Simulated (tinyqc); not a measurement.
Inside a calculation (part 2 of 2). Method: MP2 on RHF in the sto-6g basis, frozen core, for H3O+, spin multiplicity 1. Computed by tinyqc, a small Python program that keeps every step (integrals from PySCF). Command: `OMP_NUM_THREADS=1 python tinyqc.py 30129 30130 out.jsonl` (the two numbers bound the seeds that draw the settings). One thread of a shared host (Intel(R) Xeon(R) Processor @ 2.60GHz), about 0.2 s of CPU time with the checks.

Geometry (angstrom):

| atom | x | y | z |
|---|---|---|---|
| O | 0.000000 | 0.000000 | 0.275000 |
| H | 0.999000 | 0.000000 | 0.000000 |
| H | -0.500000 | 0.865000 | 0.000000 |
| H | -0.500000 | -0.865000 | 0.000000 |

## Iteration 8 (converged): orbitals

converged F (hartree):
```
             1O 1s      1O 2s     1O 2px     1O 2py     1O 2pz      2H 1s      3H 1s      4H 1s
1O 1s   -21.092219  -5.096450   0.000006   0.000000   0.017075  -1.026345  -1.026093  -1.026093
1O 2s    -5.096450  -2.839529   0.000050   0.000000   0.083618  -1.080712  -1.080538  -1.080538
1O 2px    0.000006   0.000050  -0.858317   0.000000  -0.000003  -0.602812   0.301672   0.301672
1O 2py    0.000000   0.000000   0.000000  -0.858146   0.000000   0.000000  -0.521898   0.521898
1O 2pz    0.017075   0.083618  -0.000003   0.000000  -0.881287   0.200411   0.200369   0.200369
2H 1s    -1.026345  -1.080712  -0.602812   0.000000   0.200411  -0.805893  -0.343468  -0.343468
3H 1s    -1.026093  -1.080538   0.301672  -0.521898   0.200369  -0.343468  -0.805809  -0.343716
4H 1s    -1.026093  -1.080538   0.301672   0.521898   0.200369  -0.343468  -0.343716  -0.805809
```

X:
```
                1          2          3          4          5          6          7          8
1O 1s   -0.342253  -0.000058   0.000000   0.743685   0.614794   0.000000   0.000140   0.141413
1O 2s    1.253577   0.000145   0.000000  -0.103517   0.175957   0.000000   0.000187   0.427854
1O 2px  -0.000013  -0.919145   0.000000  -0.000096  -0.000084   0.000000   0.669143  -0.000110
1O 2py   0.000000   0.000000   0.918786   0.000000   0.000000   0.669348   0.000000   0.000000
1O 2pz  -0.255297  -0.000017   0.000000  -0.667411   0.719139   0.000000  -0.000029  -0.089557
2H 1s   -0.549715   0.926321   0.000000  -0.129830  -0.105280   0.000000   0.442595   0.309850
3H 1s   -0.549306  -0.463308  -0.802327  -0.129743  -0.105187   0.383253  -0.221294   0.309921
4H 1s   -0.549306  -0.463308   0.802327  -0.129743  -0.105187  -0.383253  -0.221294   0.309921
```

Diagonalise F' = X^T F X, C = X C', fill 5 alpha and 5 beta electrons from the bottom; D = 2 C_occ C_occ^T. Each column has its largest component positive (the first on a tie).

F' = X^T F X (hartree):
```
           1          2          3           4          5          6          7          8
1  -0.543275  -0.000137   0.000000    1.973173   1.607197   0.000000   0.000344   0.115001
2  -0.000137   0.219844   0.000000    0.000415   0.000350   0.000000   0.050709   0.000006
3   0.000000   0.000000   0.219559    0.000000   0.000000  -0.050561   0.000000   0.000000
4   1.973173   0.000415   0.000000  -10.773278  -9.075229   0.000000  -0.002666  -4.024232
5   1.607197   0.000350   0.000000   -9.075229  -9.204565   0.000000  -0.002449  -3.718839
6   0.000000   0.000000  -0.050561    0.000000   0.000000  -1.055748   0.000000   0.000000
7   0.000344   0.050709   0.000000   -0.002666  -0.002449   0.000000  -1.055946  -0.001177
8   0.115001   0.000006   0.000000   -4.024232  -3.718839   0.000000  -0.001177  -3.165204
```

orbital energies (hartree): MO1 -21.095285, MO2 -1.743972, MO3 -1.057957, MO4 -1.057749, MO5 -0.891184, MO6 0.044118, MO7 0.221560, MO8 0.221857

coefficients C:
```
              MO1        MO2        MO3        MO4        MO5        MO6        MO7        MO8
1O 1s    0.996686  -0.228449  -0.000028   0.000000  -0.049146  -0.142077   0.000000  -0.000007
1O 2s    0.015680   0.883925   0.000130   0.000000   0.259827   0.973197   0.000000   0.000026
1O 2px  -0.000001  -0.000054   0.705064   0.000000  -0.000023  -0.000093   0.000000  -0.891888
1O 2py   0.000000   0.000000   0.000000   0.705165   0.000000   0.000000   0.891593   0.000000
1O 2pz  -0.001670  -0.091693  -0.000003   0.000000   0.955253  -0.338934   0.000000  -0.000001
2H 1s   -0.002798   0.095182   0.405455   0.000000  -0.088556  -0.639712   0.000000   0.943166
3H 1s   -0.002798   0.095167  -0.202808   0.351218  -0.088499  -0.639363  -0.816858  -0.471696
4H 1s   -0.002798   0.095167  -0.202808  -0.351218  -0.088499  -0.639363   0.816858  -0.471696
```

D after iteration 8:
```
            1O 1s      1O 2s     1O 2px     1O 2py     1O 2pz      2H 1s      3H 1s      4H 1s
1O 1s    2.095975  -0.398147  -0.000015   0.000000  -0.055328  -0.040385  -0.040348  -0.040348
1O 2s   -0.398147   1.698157   0.000076   0.000000   0.334248   0.122267   0.122112   0.122112
1O 2px  -0.000015   0.000076   0.994231   0.000000  -0.000039   0.571737  -0.285992  -0.285992
1O 2py   0.000000   0.000000   0.000000   0.994515   0.000000   0.000000   0.495334  -0.495334
1O 2pz  -0.055328   0.334248  -0.000039   0.000000   1.841838  -0.186634  -0.186520  -0.186520
2H 1s   -0.040385   0.122267   0.571737   0.000000  -0.186634   0.362606  -0.130653  -0.130653
3H 1s   -0.040348   0.122112  -0.285992   0.495334  -0.186520  -0.130653   0.362764  -0.130653
4H 1s   -0.040348   0.122112  -0.285992  -0.495334  -0.186520  -0.130653  -0.130653   0.362764
```

## Convergence

Stop when the energy changes by less than 1e-10 hartree and every element of the error matrix X^T (F D S - S D F) X is below 3e-06.

Course of the cycle:

| iteration | E (hartree) | change | largest element of the error matrix |
|---|---|---|---|
| 1 | -71.97778280 | - | 1.53e+00 |
| 2 | -75.91417807 | -3.94e+00 | 3.85e-01 |
| 3 | -76.03428348 | -1.20e-01 | 5.72e-02 |
| 4 | -76.03593602 | -1.65e-03 | 8.90e-03 |
| 5 | -76.03598843 | -5.24e-05 | 6.54e-04 |
| 6 | -76.03598924 | -8.11e-07 | 7.74e-05 |
| 7 | -76.03598925 | -7.98e-09 | 2.39e-06 |
| 8 | -76.03598925 | -8.75e-12 | 1.72e-08 |

PySCF RHF in the same basis = -76.03598925 hartree

Converged in 8 iterations.

## Populations, bond orders and dipole

overlap S:
```
           1O 1s     1O 2s     1O 2px     1O 2py     1O 2pz      2H 1s      3H 1s      4H 1s
1O 1s   1.000000  0.231145   0.000000   0.000000   0.000000   0.046236   0.046224   0.046224
1O 2s   0.231145  1.000000   0.000000   0.000000   0.000000   0.426596   0.426529   0.426529
1O 2px  0.000000  0.000000   1.000000   0.000000   0.000000   0.351130  -0.175703  -0.175703
1O 2py  0.000000  0.000000   0.000000   1.000000   0.000000   0.000000   0.303966  -0.303966
1O 2pz  0.000000  0.000000   0.000000   0.000000   1.000000  -0.096657  -0.096637  -0.096637
2H 1s   0.046236  0.426596   0.351130   0.000000  -0.096657   1.000000   0.182601   0.182601
3H 1s   0.046224  0.426529  -0.175703   0.303966  -0.096637   0.182601   1.000000   0.182787
4H 1s   0.046224  0.426529  -0.175703  -0.303966  -0.096637   0.182601   0.182787   1.000000
```

Mulliken: Z minus the diagonal of D S on the atom; Loewdin: the same with S^(1/2) D S^(1/2); Mayer order: 2 sum_s sum (D(s) S)_ij (D(s) S)_ji over the two atoms.

Charges (e):

| atom | Mulliken | Loewdin |
|---|---|---|
| 1O | -0.247857 | -0.006101 |
| 2H | 0.416024 | 0.335411 |
| 3H | 0.415917 | 0.335345 |
| 4H | 0.415917 | 0.335345 |

Mayer bond orders:

| pair | order |
|---|---|
| 2-1 | 0.797910 |
| 3-1 | 0.798040 |
| 3-2 | 0.014507 |
| 4-1 | 0.798040 |
| 4-2 | 0.014507 |
| 4-3 | 0.014466 |

dipole moment about the origin, x y z (debye): -0.001690  0.000000  -0.768030

## Integrals over molecular orbitals

core Hamiltonian H = T + V (hartree):
```
             1O 1s      1O 2s     1O 2px     1O 2py     1O 2pz      2H 1s      3H 1s      4H 1s
1O 1s   -33.463142  -7.401425   0.000009   0.000000   0.011157  -1.489990  -1.489620  -1.489620
1O 2s    -7.401425  -9.677079   0.000110   0.000000   0.127200  -3.428045  -3.427476  -3.427476
1O 2px    0.000009   0.000110  -8.029308   0.000000  -0.000015  -2.366801   1.184380   1.184380
1O 2py    0.000000   0.000000   0.000000  -8.029112   0.000000   0.000000  -2.048874   2.048874
1O 2pz    0.011157   0.127200  -0.000015   0.000000  -7.905502   0.686154   0.686008   0.686008
2H 1s    -1.489990  -3.428045  -2.366801   0.000000   0.686154  -5.058361  -1.198490  -1.198490
3H 1s    -1.489620  -3.427476   1.184380  -2.048874   0.686008  -1.198490  -5.058110  -1.199479
4H 1s    -1.489620  -3.427476   1.184380   2.048874   0.686008  -1.198490  -1.199479  -5.058110
```

Given earlier and not repeated: Two-electron integrals (ij|kl) in chemists' order.

(pq|rs) = sum C_ip C_jq C_kr C_ls (ij|kl), one index at a time.

one-electron integrals over orbitals h = C^T H C (hartree):
```
            1          2          3          4          5          6          7          8
1  -33.449831   0.577923   0.000074   0.000000   0.118465   0.361086   0.000000   0.000011
2    0.577923  -8.179076  -0.000098   0.000000  -0.169844  -1.446586   0.000000  -0.000247
3    0.000074  -0.000098  -6.974246   0.000000   0.000007   0.000087   0.000000   1.757091
4    0.000000   0.000000   0.000000  -6.974247   0.000000   0.000000  -1.756816   0.000000
5    0.118465  -0.169844   0.000007   0.000000  -7.786049   0.547961   0.000000  -0.000045
6    0.361086  -1.446586   0.000087   0.000000   0.547961  -5.052709   0.000000  -0.000142
7    0.000000   0.000000   0.000000  -1.756816   0.000000   0.000000  -5.563223   0.000000
8    0.000011  -0.000247   1.757091   0.000000  -0.000045  -0.000142   0.000000  -5.563597
```

Two-electron integrals over orbitals (pq|rs), unique and non-zero (hartree); the lowest 1 orbital is frozen and left out:
```
(22|22) 0.729639    (32|22) -4.05e-06   (32|32) 0.137214    (33|22) 0.656711
(33|32) 0.032965    (33|33) 0.659105    (42|42) 0.137204    (43|42) -0.032949
(43|43) 0.041286    (44|22) 0.656730    (44|32) -0.032956   (44|33) 0.576573
(44|44) 0.659132    (52|22) -0.012843   (52|32) -3.72e-06   (52|33) 0.004834
(52|44) 0.004846    (52|52) 0.142675    (53|22) -0.000006   (53|32) 0.002539
(53|33) -0.004907   (53|44) 0.004906    (53|52) 0.000013    (53|53) 0.035026
(54|42) 0.002554    (54|43) 0.004906    (54|54) 0.035026    (55|22) 0.739816
(55|32) 0.000020    (55|33) 0.648823    (55|44) 0.648842    (55|52) 0.070915
(55|53) 3.55e-06    (55|55) 0.869231    (62|22) 0.143759    (62|32) -2.84e-06
(62|33) 0.098686    (62|44) 0.098722    (62|52) -0.021527   (62|53) -3.35e-06
(62|55) 0.151125    (62|62) 0.079559    (63|22) -0.000012   (63|32) -0.011600
(63|33) -0.025465   (63|44) 0.025456    (63|52) -3.06e-06   (63|53) 0.006838
(63|55) -0.000013   (63|62) 1.58e-06    (63|63) 0.053984    (64|42) -0.011531
(64|43) 0.025456    (64|54) 0.006829    (64|64) 0.053940    (65|22) -0.065345
(65|32) -4.14e-06   (65|33) -0.037070   (65|44) -0.037082   (65|52) 0.046670
(65|53) 1.96e-06    (65|55) -0.056024   (65|62) -0.043042   (65|63) -0.000006
(65|65) 0.037937    (66|22) 0.520846    (66|32) 0.000009    (66|33) 0.498469
(66|44) 0.498430    (66|52) -0.045694   (66|53) -0.000011   (66|55) 0.497751
(66|62) 0.054507    (66|63) -0.000030   (66|65) -0.032806   (66|66) 0.471451
(72|42) 0.051504    (72|43) 0.010631    (72|54) 0.014617    (72|64) 0.035558
(72|72) 0.053409    (73|42) 0.037241    (73|43) -0.004831   (73|54) -0.005542
(73|64) -0.025934   (73|72) -0.000994   (73|73) 0.033232    (74|22) 0.166615
(74|32) 0.037255    (74|33) 0.131096    (74|44) 0.121484    (74|52) 0.030441
(74|53) -0.005545   (74|55) 0.191320    (74|62) 0.082847    (74|63) -0.025955
(74|65) -0.028835   (74|66) 0.040116    (74|74) 0.148353    (75|42) 0.031144
(75|43) -0.010261   (75|54) 0.021852    (75|64) -0.013296   (75|72) 0.008960
(75|73) 0.011841    (75|75) 0.028068    (76|42) 0.096494    (76|43) -0.042477
(76|54) -0.012947   (76|64) -0.050820   (76|72) 0.004003    (76|73) 0.049761
(76|75) 0.026325    (76|76) 0.120413    (77|22) 0.575804    (77|32) -0.031204
(77|33) 0.515986    (77|44) 0.590260    (77|52) 0.002838    (77|53) 0.009535
(77|55) 0.571382    (77|62) 0.069642    (77|63) 0.042032    (77|65) -0.022186
(77|66) 0.481075    (77|74) 0.065385    (77|77) 0.572760    (82|22) 0.000032
(82|32) -0.051509   (82|33) 0.010617    (82|44) -0.010588   (82|52) 3.10e-06
(82|53) -0.014618   (82|55) 0.000025    (82|62) 0.000010    (82|63) -0.035548
(82|65) 1.23e-06    (82|66) 0.000027    (82|74) 0.001002    (82|77) -0.020125
(82|82) 0.053413    (83|22) -0.166644   (83|32) 0.037180    (83|33) -0.121506
(83|44) -0.131130   (83|52) -0.030449   (83|53) -0.005545   (83|55) -0.191342
(83|62) -0.082857   (83|63) -0.025927   (83|65) 0.028841    (83|66) -0.040101
(83|74) -0.083722   (83|77) -0.101100   (83|82) 0.000989    (83|83) 0.148324
(84|42) -0.037204   (84|43) 0.004816    (84|54) 0.005541    (84|64) 0.025923
(84|72) 0.001002    (84|73) -0.031423   (84|75) -0.011832   (84|76) -0.049730
(84|84) 0.033210    (85|22) 0.000006    (85|32) -0.031159   (85|33) -0.010261
(85|44) 0.010267    (85|52) 0.000006    (85|53) -0.021851   (85|55) 0.000005
(85|62) 4.68e-06    (85|63) 0.013315    (85|65) 1.20e-06    (85|66) -0.000007
(85|74) -0.011840   (85|77) 0.012733    (85|82) 0.008968    (85|83) -0.011832
(85|85) 0.028081    (86|22) 0.000017    (86|32) -0.096533   (86|33) -0.042465
(86|44) 0.042485    (86|52) 0.000007    (86|53) 0.012963    (86|55) 0.000008
(86|62) 0.000020    (86|63) 0.050893    (86|65) -0.000009   (86|66) -0.000034
(86|74) -0.049758   (86|77) 0.061452    (86|82) 0.004013    (86|83) -0.049728
(86|85) 0.026344    (86|86) 0.120482    (87|42) 0.031190    (87|43) -0.037150
(87|54) -0.009530   (87|64) -0.042011   (87|72) -0.020149   (87|73) 0.017863
(87|75) 0.012726    (87|76) 0.061429    (87|84) -0.017846   (87|87) 0.049197
(88|22) 0.575851    (88|32) 0.031172    (88|33) 0.590271    (88|44) 0.516024
(88|52) 0.002847    (88|53) -0.009532   (88|55) 0.571450    (88|62) 0.069655
(88|63) -0.042018   (88|65) -0.022186   (88|66) 0.481133    (88|74) 0.101115
(88|77) 0.474419    (88|82) 0.020150    (88|83) -0.065494   (88|85) -0.012719
(88|86) -0.061397   (88|88) 0.572761
```

## Second-order Moller-Plesset energy

Hartree-Fock energy = -76.03598925 hartree

E2 = sum_ijab (ia|jb) [2 (ia|jb) - (ib|ja)] / (e_i + e_j - e_a - e_b) over occupied i, j and virtual a, b; the opposite-spin part is (ia|jb)^2 / denominator, the rest is same-spin, and SCS-MP2 scales them by 6/5 and 1/3.

Terms (the 40 largest of 74):

| i | j | a | b | (ia\|jb) | (ib\|ja) | denominator | term |
|---|---|---|---|---|---|---|---|
| 4 | 4 | 7 | 7 | 0.148353 | 0.148353 | -2.558618 | -0.008602 |
| 3 | 3 | 8 | 8 | 0.148324 | 0.148324 | -2.559628 | -0.008595 |
| 4 | 3 | 7 | 8 | -0.083722 | -0.031423 | -2.559123 | -0.004450 |
| 3 | 4 | 8 | 7 | -0.083722 | -0.031423 | -2.559123 | -0.004450 |
| 2 | 3 | 6 | 8 | -0.082857 | -0.035548 | -3.067904 | -0.003515 |
| 3 | 2 | 8 | 6 | -0.082857 | -0.035548 | -3.067904 | -0.003515 |
| 2 | 4 | 6 | 7 | 0.082847 | 0.035558 | -3.067399 | -0.003515 |
| 4 | 2 | 7 | 6 | 0.082847 | 0.035558 | -3.067399 | -0.003515 |
| 2 | 2 | 6 | 6 | 0.079559 | 0.079559 | -3.576179 | -0.001770 |
| 3 | 3 | 6 | 6 | 0.053984 | 0.053984 | -2.204150 | -0.001322 |
| 4 | 4 | 6 | 6 | 0.053940 | 0.053940 | -2.203734 | -0.001320 |
| 5 | 5 | 6 | 6 | 0.037937 | 0.037937 | -1.870604 | -0.000769 |
| 2 | 2 | 8 | 8 | 0.053413 | 0.053413 | -3.931657 | -0.000726 |
| 2 | 2 | 7 | 7 | 0.053409 | 0.053409 | -3.931064 | -0.000726 |
| 2 | 5 | 6 | 6 | -0.043042 | -0.043042 | -2.723392 | -0.000680 |
| 5 | 2 | 6 | 6 | -0.043042 | -0.043042 | -2.723392 | -0.000680 |
| 4 | 5 | 7 | 6 | -0.028835 | -0.013296 | -2.214611 | -0.000578 |
| 5 | 4 | 6 | 7 | -0.028835 | -0.013296 | -2.214611 | -0.000578 |
| 3 | 5 | 8 | 6 | 0.028841 | 0.013315 | -2.215116 | -0.000578 |
| 5 | 3 | 6 | 8 | 0.028841 | 0.013315 | -2.215116 | -0.000578 |
| 3 | 3 | 7 | 7 | 0.033232 | 0.033232 | -2.559034 | -0.000432 |
| 4 | 4 | 8 | 8 | 0.033210 | 0.033210 | -2.559211 | -0.000431 |
| 5 | 5 | 8 | 8 | 0.028081 | 0.028081 | -2.226081 | -0.000354 |
| 5 | 5 | 7 | 7 | 0.028068 | 0.028068 | -2.225488 | -0.000354 |
| 4 | 3 | 7 | 6 | -0.025955 | -0.025934 | -2.381384 | -0.000283 |
| 3 | 4 | 6 | 7 | -0.025955 | -0.025934 | -2.381384 | -0.000283 |
| 3 | 3 | 8 | 6 | -0.025927 | -0.025927 | -2.381889 | -0.000282 |
| 3 | 3 | 6 | 8 | -0.025927 | -0.025927 | -2.381889 | -0.000282 |
| 3 | 4 | 7 | 6 | -0.025934 | -0.025955 | -2.381384 | -0.000282 |
| 4 | 3 | 6 | 7 | -0.025934 | -0.025955 | -2.381384 | -0.000282 |
| 4 | 4 | 6 | 8 | 0.025923 | 0.025923 | -2.381473 | -0.000282 |
| 4 | 4 | 8 | 6 | 0.025923 | 0.025923 | -2.381473 | -0.000282 |
| 4 | 3 | 8 | 7 | -0.031423 | -0.083722 | -2.559123 | 0.000256 |
| 3 | 4 | 7 | 8 | -0.031423 | -0.083722 | -2.559123 | 0.000256 |
| 2 | 3 | 8 | 6 | -0.035548 | -0.082857 | -3.067904 | 0.000136 |
| 3 | 2 | 6 | 8 | -0.035548 | -0.082857 | -3.067904 | 0.000136 |
| 2 | 4 | 7 | 6 | 0.035558 | 0.082847 | -3.067399 | 0.000136 |
| 4 | 2 | 6 | 7 | 0.035558 | 0.082847 | -3.067399 | 0.000136 |
| 4 | 5 | 7 | 8 | -0.011840 | -0.011832 | -2.392350 | -0.000059 |
| 5 | 4 | 8 | 7 | -0.011840 | -0.011832 | -2.392350 | -0.000059 |

Pair energies (hartree; pair i-j sums ij and ji):

| pair | opposite spin | same spin |
|---|---|---|
| 2-2 | -0.003221 | 0 |
| 3-2 | -0.005301 | -0.001459 |
| 3-3 | -0.010913 | 0 |
| 4-2 | -0.005301 | -0.001458 |
| 4-3 | -0.007380 | -0.002138 |
| 4-4 | -0.010917 | 0 |
| 5-2 | -0.001465 | 0 |
| 5-3 | -0.001145 | -0.000218 |
| 5-4 | -0.001145 | -0.000218 |
| 5-5 | -0.001478 | 0 |

MP2 correlation energy = -0.05375641 hartree

SCS-MP2 correlation energy = -0.05974932 hartree

MP2 total energy = -76.08974566 hartree
